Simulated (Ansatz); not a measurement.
# Si₂N (doublet): wave-function methods side by side, def2-QZVPP

An exercise on one series of results from a longer session: the logs are not shown, and one member is left open.

Computed with Ansatz 0.2.0, Gaussian basis. Level: def2-QZVPP, core rule «outside noble gas», up to 11 orbitals frozen.

The runs, in order: UHF; ROHF; CCSD(T) on UHF.

2 further runs of the same task are left out: 2 set aside as unsound or not needed. Runs told in other sessions of the task aren't counted.

## What is computed

The geometry is a PBE0/def2-TZVP stationary point (not a proven minimum).

3 atoms, charge 0, spin multiplicity 2.

Atoms are counted from 1 here; the program's logs count them from 0.

Bond lengths: N1–Si2 1.607 Å, Si2–Si3 2.274 Å. Angles: N1–Si2–Si3 180.0°.

Set-up of the first run:

in.yaml reads:

```yaml
crystal:
  periodic: [false, false, false]
  atoms:
    - {symbol: N, position_ang: [0.000000, 0.000000, -1.829133]}
    - {symbol: Si, position_ang: [0.000000, 0.000000, -0.222533]}
    - {symbol: Si, position_ang: [0.000000, 0.000000, 2.051667]}
basis:
  gaussian: {orbitals: "def2-QZVPP.json"}
magnetization: {spin_polarized: true, initial_magnetization: 1}
hamiltonian: {xc: hf}
output: {orbitals: {seedname: orbitals}}
```

On the command line:

```sh
> ansatz run in.yaml --threads 1 --pin off --events-out ev --progress --plain --max-ram 2393MiB
```

Steps of the session up to this table: UHF; ROHF; CCSD(T) on UHF.

One table of the session follows, with a row left open; its other results are not shown here.

```
  method  from UCCSD(T) (kJ/mol)
    ROHF                 +1240.4
     UHF                 +1114.7
    UMP2                       ?
   UCCSD                   +81.0
UCCSD(T)                       0
```

Estimate the missing values for UMP2.

As computed: from UCCSD(T) (kJ/mol): +239.9. In the column «from UCCSD(T) (kJ/mol)» it lies between UCCSD (+81.0) and UHF (+1114.7).

To keep in mind: The determinant of HF (⟨S²⟩ 1.98) is far from a pure spin state, so its energy mixes those of several spin states; that is harmless only where they are near-degenerate. The determinant of CCSD(T) (⟨S²⟩ 1.98) is far from a pure spin state, so its energy mixes those of several spin states; high orders of coupled cluster remove much of that, low ones don't.
